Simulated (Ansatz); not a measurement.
`[SiH3+]` at its PBE0-D4/def2-TZVP geometry, where that method's forces vanish. Total charge 1; spin multiplicity 1.

```tsv
atom	x (Å)	y (Å)	z (Å)
Si1	0.000	0.000	0.000
H2	-1.101	0.504	0.837
H3	-0.296	-0.744	-1.235
H4	1.397	0.240	0.398
```

For each bond, give half the difference of the two atoms' forces along it (eV/Å; positive pushes the atoms apart) under PBE-D4, r2SCAN-D4, B3LYP-D4, ωB97M-V in def2-TZVPP. (Estimate.)

Ansatz gave: 
```tsv
bond	length (Å)	PBE-D4	r2SCAN-D4	B3LYP-D4	ωB97M-V
Si1–H2	1.472	0.10	-0.02	-0.05	-0.12
Si1–H3	1.472	0.10	-0.02	-0.05	-0.12
Si1–H4	1.472	0.10	-0.02	-0.05	-0.12
```

B3LYP here is the variant with VWN-RPA as its local correlation; programs differ in this.
